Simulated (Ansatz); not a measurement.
Wavefunction ladder for `C=C(F)C#CC`

```xyz
11

C    -0.8304   -0.1536    2.4117
C     0.0259    0.4354    1.5879
F     0.8814    1.3595    2.0617
C     0.1594    0.2004    0.1973
C     0.2833    0.0105   -0.9849
C     0.4308   -0.2192   -2.4054
H    -0.8479    0.1020    3.4626
H    -1.5164   -0.8952    2.0304
H    -0.5027   -0.0092   -2.9339
H     1.2083    0.4264   -2.8208
H     0.7083   -1.2571   -2.6066
```

Charge 0, multiplicity 1. The geometry is a stationary point of PBE0-D4/def2-TZVP. Frozen core, restricted reference, the Gaussian-basis code of Ansatz. CBS rows extrapolate triple and quadruple zeta; past MP2 they add the triple-zeta difference.

| basis | HF (Eh) | MP2 corr. |
| --- | --- | --- |
| def2-TZVPP | -291.72102 | -1.03293 |
| def2-QZVPP | -291.73343 | -1.10732 |

Task: Estimate the CCSD correlation energy and the (T) correction in each basis where they were run (hartree).

Result: 
```json
{"basis": "def2-TZVPP", "CCSD corr.": "-1.06104", "(T)": "-0.04808"}
{"basis": "CBS(def2)", "CCSD corr.": "-1.19053", "(T)": "as TZ"}
```
